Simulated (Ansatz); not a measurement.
A nudged elastic band was laid between two geometries of C2H6N2O (11 atoms, charge 0, multiplicity 1).

The calculation used Ansatz, RKS B3LYP-D4/6-31G*.

- movable images: 5
- climbing image: yes
- spring: 5.0 eV/Å²
- optimiser: quadratic models (default)
- start path: IDPP
- force threshold: 0.03 eV/Å
- iteration limit: 60
- end points: relaxed

Image 0:

```xyz
11
Properties=species:S:1:pos:R:3
C -1.375 -0.104 0.722
N -0.354 -0.919 0.090
C 0.643 -0.318 -0.428
N 0.896 1.036 -0.506
O 1.618 -1.028 -1.055
H -2.166 -0.752 1.109
H -0.990 0.479 1.578
H -1.841 0.609 0.022
H 1.854 1.287 -0.711
H 0.459 1.608 0.203
H 1.319 -1.953 -1.004
```

Image 6:

```xyz
11
Properties=species:S:1:pos:R:3
C -1.336 -0.113 0.790
N -0.362 -0.916 0.076
C 0.668 -0.323 -0.387
N 1.024 1.006 -0.284
O 1.624 -1.031 -1.045
H -2.168 -0.751 1.103
H -0.917 0.355 1.695
H -1.767 0.694 0.170
H 1.722 1.319 -0.946
H 0.265 1.656 -0.142
H 1.312 -1.953 -1.010
```

Question: What changes between the two ends?

Answer: No bond is made or broken. The height of N4 over the plane of its neighbours goes from -0.25 to 0.25 Å. The two ends are copies of one structure, up to a mirror image or an exchange of like atoms.

Question: Give the energies along the band, and the barrier.

Answer: It converged. The highest image is number 3 of 0 to 6, 2.4 kJ/mol above the ends, which have the same energy within 2 meV. A vibrational analysis at the climbing image gives one clearly imaginary mode, 389i cm⁻¹: a first-order saddle point.

```json
{"image": "0", "path coordinate (Å)": "0.00", "energy (kJ/mol)": "0.0", "height of N4 over the plane of its neighbours (Å)": "-0.25"}
{"image": "1", "path coordinate (Å)": "0.11", "energy (kJ/mol)": "0.1", "height of N4 over the plane of its neighbours (Å)": "-0.22"}
{"image": "2", "path coordinate (Å)": "0.23", "energy (kJ/mol)": "1.5", "height of N4 over the plane of its neighbours (Å)": "-0.12"}
{"image": "3", "path coordinate (Å)": "0.34", "energy (kJ/mol)": "2.4", "height of N4 over the plane of its neighbours (Å)": "0.00"}
{"image": "4", "path coordinate (Å)": "0.46", "energy (kJ/mol)": "1.4", "height of N4 over the plane of its neighbours (Å)": "0.13"}
{"image": "5", "path coordinate (Å)": "0.58", "energy (kJ/mol)": "0.1", "height of N4 over the plane of its neighbours (Å)": "0.23"}
{"image": "6", "path coordinate (Å)": "0.70", "energy (kJ/mol)": "0.0", "height of N4 over the plane of its neighbours (Å)": "0.25"}
```

Question: What is the geometry of the highest image?

Answer: 
```xyz
11
Properties=species:S:1:pos:R:3:forces:R:3
C -1.355 -0.112 0.753 0.00 0.00 0.00
N -0.363 -0.926 0.078 0.00 0.00 0.00
C 0.655 -0.328 -0.409 0.00 0.00 0.00
N 0.965 1.002 -0.393 0.00 0.00 0.00
O 1.618 -1.040 -1.054 0.00 0.00 0.00
H -2.167 -0.753 1.108 0.00 0.00 0.00
H -0.949 0.416 1.634 0.00 0.00 0.00
H -1.808 0.649 0.092 0.00 0.00 0.00
H 1.813 1.330 -0.826 0.00 0.00 0.00
H 0.353 1.666 0.049 0.00 0.00 0.00
H 1.305 -1.961 -1.011 0.00 0.00 0.00
```

Question: What are the harmonic wavenumbers there?

Answer: 389i, 126, 221, 273, 444, 485, 555, 590, 723, 919, 1042, 1109, 1132, 1177, 1305, 1461, 1474, 1526, 1537, 1651, 1789, 2964, 3001, 3113, 3642, 3720, 3765 cm⁻¹.

Time of the run: 110 s on 1 thread of Arm Neoverse V1, on a shared host, peak memory 0.26 GiB.
